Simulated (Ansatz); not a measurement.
Ansatz (a first-principles code) input (BLYP/6-31G*):

Ansatz 0.2 input:
```yaml
crystal:
  periodic: [false, false, false]
  atoms:
    - {symbol: C, position_ang: [-0.01250278, -0.16829834, 1.14391076]}
    - {symbol: N, position_ang: [0.06210633, 0.65089648, 0.00291556]}
    - {symbol: C, position_ang: [-0.01858037, -0.15746407, -1.14536995]}
    - {symbol: H, position_ang: [0.80260144, -0.95701479, 1.22954715]}
    - {symbol: H, position_ang: [0.04682900, 0.42338074, 2.07234418]}
    - {symbol: H, position_ang: [-0.96149308, -0.78871542, 1.23502697]}
    - {symbol: H, position_ang: [0.79603786, -0.94531417, -1.24279419]}
    - {symbol: H, position_ang: [0.03583597, 0.44297756, -2.06846351]}
    - {symbol: H, position_ang: [-0.96805666, -0.77701480, -1.23731438]}
basis:
  gaussian:
    orbitals: 6-31G*
hamiltonian:
  xc: {name: BLYP}
total_charge: -1
output: {forces: true}
```

Output:

```
WARN ansatz: RAYON_NUM_THREADS=1 ignored (pool sized by the plan → 1); use --threads N
Functional definition: BLYP
integrals: 0.02 GiB planned
782 factors; their error is unknown
mean field: 0.11 GiB planned
mean field evaluation 1: about -3654.3081 eV, gradient 3.7e1 eV
mean field evaluation 2: about -3637.9619 eV, gradient 8.7e1 eV
mean field evaluation 4: about -3657.6913 eV, gradient 5.5e0 eV
mean field evaluation 8: about -3657.7595 eV, gradient 1.6e-2 eV
mean field evaluation 16: about -3657.7074 eV, gradient 1.7e-5 eV
mean field -3657.70740918 eV, -134.4182680044 hartree, gradient 1.4e-5 eV, S^2 0.000000; 0 other end points of the search recorded, 0 dependent functions left out
the calculation of the forces begins
reference -3657.70771199 eV, -134.4182791323 hartree; 13, 13 occupied and 44, 44 virtual orbitals, 782 factors
Total energy: -3657.70771199 eV, -134.4182791323 hartree
Atom 0 at    -0.012503    -0.168298     1.143911 Å, force     0.015864     0.181023    -0.452569 eV/Å
Atom 1 at     0.062106     0.650896     0.002916 Å, force     0.071197     0.746165     0.003342 eV/Å
Atom 2 at    -0.018580    -0.157464    -1.145370 Å, force     0.018271     0.176732     0.454171 eV/Å
Atom 3 at     0.802601    -0.957015     1.229547 Å, force     0.310762    -0.420351     0.168518 eV/Å
Atom 4 at     0.046829     0.423381     2.072344 Å, force     0.022240     0.218801     0.439699 eV/Å
Atom 5 at    -0.961493    -0.788715     1.235027 Å, force    -0.383593    -0.354108     0.170675 eV/Å
Atom 6 at     0.796038    -0.945314    -1.242794 Å, force     0.309852    -0.418729    -0.174136 eV/Å
Atom 7 at     0.035836     0.442978    -2.068464 Å, force     0.019911     0.222954    -0.437721 eV/Å
Atom 8 at    -0.968057    -0.777015    -1.237314 Å, force    -0.384503    -0.352486    -0.171979 eV/Å
Dipole moment:    -0.018361    -0.192427    -0.000862 e Å
```

The dipole moment of an ion depends on the origin.
